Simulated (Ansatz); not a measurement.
```yaml
crystal:
  periodic: [false, false, false]
  atoms:
    - {symbol: O, position_ang: [0.644100, -0.211040, 0.331100]}
    - {symbol: Si, position_ang: [-0.644100, 0.211040, -0.331100]}
basis:
  gaussian: {orbitals: def2-SVPD}
hamiltonian: {xc: {name: r2SCAN0}}
output: {forces: true}
```

```sh
$ ansatz run in.yaml --threads 2 --pin off --events-out ev --progress --plain --max-ram 20480MiB --backend cpu
```

Output, abridged:

```
Functional definition: r2SCAN0
451 factors; integrals over basis functions are off by at most 5.7e-4 eV
mean field evaluation 1: about -9909.9710 eV, gradient 6.2e1 eV
mean field evaluation 2: about -9822.7680 eV, gradient 1.8e2 eV
mean field evaluation 4: about -9918.0815 eV, gradient 2.3e0 eV
mean field evaluation 8: about -9918.0972 eV, gradient 5.8e-2 eV
mean field -9918.09722505 eV, -364.4833502929 hartree, gradient 7.2e-5 eV, S^2 0.000000; 0 other end points of the search recorded, 0 dependent functions left out
reference -9918.09723184 eV, -364.4833505422 hartree; 11, 11 occupied and 36, 36 virtual orbitals, 451 factors
Total energy: -9918.09723184 eV, -364.4833505422 hartree
Atom 0 at     0.644100    -0.211040     0.331100 Å, force     0.692901    -0.227030     0.356186 eV/Å
Atom 1 at    -0.644100     0.211040    -0.331100 Å, force    -0.692901     0.227030    -0.356186 eV/Å
Dipole moment:    -0.566420     0.185588    -0.291168 e Å
```

It took 0.8 s on 2 threads of an AMD EPYC 7R13 on a shared host, with 0.16 GiB of host memory at the peak.
